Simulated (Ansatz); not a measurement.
BH2(CN) (CH2BN) was relaxed with PBE0-D4 (def2-TZVP) in Ansatz in these states: charge +1 doublet, neutral singlet. The geometries follow in no particular order.

A:

```xyz
5

B    -0.265   -0.169   -0.522
H    -1.345   -0.665   -0.483
H     0.313    0.008   -1.545
C     0.397    0.253    0.781
N     0.899    0.574    1.769
```

B:

```xyz
5

B    -0.0437    0.4029    0.3243
H    -0.8913    1.2985    0.3174
H     0.6773    0.6888    1.2834
C     0.0792   -0.7356   -0.5925
N     0.1786   -1.6547   -1.3325
```

Task: Judge from the bond lengths which geometry belongs to which state (an estimate).

Result: A is the neutral singlet (B1–C4 1.522 Å, B1–H3 1.189 Å, B1–H2 1.189 Å); B is the charge +1 doublet (B1–C4 1.467 Å, B1–H3 1.233 Å, B1–H2 1.233 Å).
